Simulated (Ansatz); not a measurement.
A nudged elastic band was laid between two geometries of C$_{2}$H$_{7}$NOS (12 atoms, charge 0, multiplicity 1).

These are results of RKS B3LYP/def2-SVP (Ansatz), not measurements.

```json
{"movable images": "7", "climbing image": "yes", "spring": "5.0 eV/Å²", "optimiser": "quadratic models (default)", "start path": "through a guess of the saddle point", "force threshold": "0.03 eV/Å", "iteration limit": "60", "end points": "relaxed"}
```

Image 0:

```xyz
12
Properties=species:S:1:pos:R:3
N -1.292 -1.782 0.801
C -0.954 -0.511 0.239
S 0.553 -0.529 -0.886
C 0.993 1.251 -0.806
O 1.358 1.699 0.468
H -1.539 -2.463 0.084
H -0.518 -2.171 1.341
H -1.805 -0.123 -0.343
H -0.714 0.212 1.032
H 1.792 1.375 -1.561
H 0.131 1.859 -1.121
H 2.073 1.127 0.785
```

Image 8:

```xyz
12
Properties=species:S:1:pos:R:3
N -1.035 -1.949 0.511
C -0.915 -0.589 0.037
S 0.584 -0.465 -1.038
C 0.998 1.299 -0.758
O 1.342 1.616 0.562
H -1.958 -2.114 0.912
H -0.340 -2.150 1.230
H -1.805 -0.343 -0.564
H -0.793 0.190 0.814
H 1.809 1.504 -1.483
H 0.138 1.933 -1.023
H 2.050 1.012 0.832
```

(1) What changes between the two ends?

(2) Give the energies along the band, and the barrier.

(3) What is the geometry of the highest image?

(4) What are the harmonic wavenumbers there?

Results:

(1) No bond is made or broken. The height of N1 over the plane of its neighbours goes from 0.36 to -0.37 Å.

(2) The forces met the threshold. The highest image is number 4 of 0 to 8, 4.3 kcal/mol above the first end and 1.5 kcal/mol above the last; the last end lies 2.8 kcal/mol above the first. A vibrational analysis at the climbing image gives one clearly imaginary mode, 489i cm⁻¹: a first-order saddle point.

```json
{"image": "0", "path coordinate (Å)": "0.00", "energy (kcal/mol)": "0.0", "height of N1 over the plane of its neighbours (Å)": "0.36"}
{"image": "1", "path coordinate (Å)": "0.20", "energy (kcal/mol)": "0.1", "height of N1 over the plane of its neighbours (Å)": "0.34"}
{"image": "2", "path coordinate (Å)": "0.41", "energy (kcal/mol)": "0.9", "height of N1 over the plane of its neighbours (Å)": "0.27"}
{"image": "3", "path coordinate (Å)": "0.61", "energy (kcal/mol)": "3.0", "height of N1 over the plane of its neighbours (Å)": "0.11"}
{"image": "4", "path coordinate (Å)": "0.81", "energy (kcal/mol)": "4.3", "height of N1 over the plane of its neighbours (Å)": "-0.10"}
{"image": "5", "path coordinate (Å)": "1.13", "energy (kcal/mol)": "3.5", "height of N1 over the plane of its neighbours (Å)": "-0.31"}
{"image": "6", "path coordinate (Å)": "1.44", "energy (kcal/mol)": "3.2", "height of N1 over the plane of its neighbours (Å)": "-0.34"}
{"image": "7", "path coordinate (Å)": "1.75", "energy (kcal/mol)": "2.9", "height of N1 over the plane of its neighbours (Å)": "-0.36"}
{"image": "8", "path coordinate (Å)": "2.07", "energy (kcal/mol)": "2.8", "height of N1 over the plane of its neighbours (Å)": "-0.37"}
```

(3) 
```xyz
12
Properties=species:S:1:pos:R:3
N -1.127 -1.890 0.640
C -0.833 -0.583 0.199
S 0.699 -0.508 -0.909
C 0.998 1.295 -0.821
O 1.342 1.761 0.458
H -1.885 -2.409 0.225
H -0.786 -2.215 1.532
H -1.666 -0.163 -0.386
H -0.610 0.109 1.025
H 1.780 1.493 -1.579
H 0.091 1.843 -1.122
H 2.075 1.213 0.774
```

(4) 489i, 51, 130, 173, 222, 313, 359, 467, 655, 689, 825, 923, 1068, 1076, 1177, 1179, 1292, 1314, 1337, 1380, 1468, 1475, 1600, 3005, 3042, 3088, 3110, 3631, 3752, 3782 cm⁻¹.

Time of the run: 4.1 min on 2 threads of Arm Neoverse V1, with other jobs on the host, peak memory 0.24 GiB.
